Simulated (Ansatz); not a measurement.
Born–Oppenheimer molecular dynamics of H₈Si₂ (10 atoms, charge 0, multiplicity 1). It starts at the highest image of a converged band. Of that band: Neighbouring images differ by up to 1.7 eV, so the band resolves the path poorly. A vibrational analysis at the climbing image gives one clearly imaginary mode, 1639i cm⁻¹: a first-order saddle point.

Level of theory: Ansatz 0.2.0, RKS PBE0/def2-SVP.

```yaml
ensemble: NVE (velocity Verlet)
time_step: 0.5 fs
steps_asked: 200
starting_velocities_drawn_for: 100 K
seed: 4592
```

First frame:

```xyz
10
Properties=species:S:1:pos:R:3
Si -0.318 0.052 0.005
Si -0.070 -0.051 2.640
H -1.084 -0.231 3.732
H 0.879 -1.203 2.633
H 0.670 1.230 2.848
H 1.186 0.177 0.286
H -0.561 1.252 -0.862
H -0.467 -1.338 -0.516
H -2.011 0.057 0.317
H -1.357 0.054 1.260
```

How far do the bonds stretch over the last three quarters of this one trajectory? (Pairs bonded in most of those frames.)


| bond | mean (Å) | spread (Å) | shortest | longest |
| --- | --- | --- | --- | --- |
| Si1–Si2 | 2.376 | 0.156 | 2.17 | 2.60 |
| Si1–H6 | 1.500 | 0.006 | 1.49 | 1.52 |
| Si1–H7 | 1.506 | 0.012 | 1.48 | 1.54 |
| Si1–H8 | 1.500 | 0.012 | 1.48 | 1.52 |
| Si2–H3 | 1.508 | 0.021 | 1.47 | 1.55 |
| Si2–H4 | 1.502 | 0.012 | 1.48 | 1.53 |
| Si2–H5 | 1.498 | 0.012 | 1.48 | 1.53 |
| H9–H10 | 0.774 | 0.064 | 0.68 | 0.86 |

Mean temperature of the second half: 2288 K. The conserved energy stayed within 0.47 meV per atom of its start (net change 0.12 meV per atom), so the integration is sound. The kinetic energy rose, since the run started high on the potential surface and went downhill. It ends in pieces (H2 + H6Si2), so much of that is their flight and rotation, not heat. A run of 0.1 ps of so small a system gives no equilibrium averages. The orbitals stay closed-shell, which can raise the energy where a bond breaks towards radicals; this wasn't checked here.

The run took 6.2 min on 1 thread of Arm Neoverse V1, on a shared host, peak memory 0.16 GiB.
